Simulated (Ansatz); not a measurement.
# AlH3 (triplet): from Hartree-Fock to the top rungs at distance Al1–H2 = 1.925 Å, cc-pVDZ

Aim: climb from Hartree-Fock through coupled cluster and multireference methods for AlH3 (triplet) at one geometry and basis, and see what each rung misses.

Method: cc-pVDZ, core rule «outside noble gas», up to 5 orbitals frozen; program: Ansatz 0.2.0, Gaussian basis.

Plan: UHF; CCSD(T) on ROHF; CCSD(T) on UHF; BCCD(T) on ROHF; CISD; CCSDT(Q) on ROHF; CCSDT(Q) on UHF; CASSCF and MRCISD+Q, 4 electrons in 4 orbitals; CASSCF and NEVPT2, 4 electrons in 4 orbitals; CASSCF and MRCISD+Q, 6 electrons in 7 orbitals; CASSCF and NEVPT2, 6 electrons in 7 orbitals; Full CI.

16 further runs of the same task are left out: 12 that didn't finish, 4 set aside as unsound or not needed.

**1. What is computed**

The geometry derives from a PBE0/def2-TZVP stationary point (not a proven minimum). One bond is set to the value named and the two fragments are kept rigid.

4 atoms, charge 0, spin multiplicity 3.

Atoms are counted from 1 here; the program's logs count them from 0.

Bond lengths: Al1–H2 1.925 Å, Al1–H3 1.843 Å, Al1–H4 1.843 Å, H3–H4 0.841 Å. Angles: H2–Al1–H3 101.8°, H2–Al1–H4 101.8°, H3–Al1–H4 26.4°, Al1–H3–H4 76.8°, Al1–H4–H3 76.8°.

As a file:

```
Al    0.00000    0.08467   -0.09097
H     0.00000   -1.66747   -0.88824
H     0.42065   -0.29952    1.66166
H    -0.42065   -0.29952    1.66166
```

**2. UHF**

The input, in.yaml:

```yaml
crystal:
  periodic: [false, false, false]
  atoms:
    - {symbol: Al, position_ang: [0.000000, 0.084669, -0.090966]}
    - {symbol: H, position_ang: [0.000000, -1.667466, -0.888242]}
    - {symbol: H, position_ang: [0.420650, -0.299517, 1.661658]}
    - {symbol: H, position_ang: [-0.420650, -0.299517, 1.661658]}
basis:
  gaussian: {orbitals: cc-pVDZ}
magnetization: {spin_polarized: true, initial_magnetization: 2}
hamiltonian: {xc: hf}
output: {orbitals: {seedname: orbitals}}
```

On the command line:

```sh
$ ansatz run in.yaml --threads 1 --pin off --events-out ev --progress --plain --max-ram 2393MiB
```

Further steps of the session: CCSD(T) on ROHF; CCSD(T) on UHF; BCCD(T) on ROHF; CISD; CCSDT(Q) on ROHF; CCSDT(Q) on UHF; CASSCF and MRCISD+Q, 4 electrons in 4 orbitals; CASSCF and NEVPT2, 4 electrons in 4 orbitals; CASSCF and MRCISD+Q, 6 electrons in 7 orbitals; CASSCF and NEVPT2, 6 electrons in 7 orbitals; Full CI.

**Question.** What will the summary of the whole plan be? Wanted: FCI below the RHF energy; RMP2 from FCI; UMP2 from FCI; RCCSD from FCI; RCCSD(T) from FCI; UCCSD(T) from FCI; RCCSDT(Q) from FCI; UCCSDT(Q) from FCI; NEVPT2 pair from FCI.

The runs gave:

```
                         quantity                                                                                               value
         FCI below the RHF energy                                                                                          -2.6758 eV
                    RMP2 from FCI                                                                                     +17.28 kcal/mol
                    UMP2 from FCI                                                                                     +17.03 kcal/mol
                   RCCSD from FCI                                                                                      +1.80 kcal/mol
                RCCSD(T) from FCI                                                                                      +0.52 kcal/mol
                UCCSD(T) from FCI                                                                                      +0.50 kcal/mol
               RCCSDT(Q) from FCI                                                                                      +0.01 kcal/mol
               UCCSDT(Q) from FCI                                                                                       0.00 kcal/mol
             NEVPT2 pair from FCI                                                                                     +14.55 kcal/mol
           MRCISD+Q pair from FCI                                                                                      +0.07 kcal/mol
          NEVPT2 valence from FCI                                                                                     +11.20 kcal/mol
levels within 1 kcal/mol (43 meV)  RCCSD(T), UCCSD(T), BCCD(T), RCCSDT, UCCSDT, RCCSDT(Q), UCCSDT(Q), MRCISD+Q pair, MRCISD+Q valence
                    T1 diagnostic                                                                                               0.033
   effectively unpaired electrons                                                                                                2.04
```

In words: RCCSD(T) misses by +0.52 kcal/mol, 0.8 % of the correlation energy. One determinant dominates. Of the multireference levels listed MRCISD+Q pair comes nearest in total energy (+0.07 kcal/mol), which doesn't show that its space is the better one. These misses are within one basis, not against nature; the frozen cores of restricted and unrestricted runs differ, which can shift their rows.
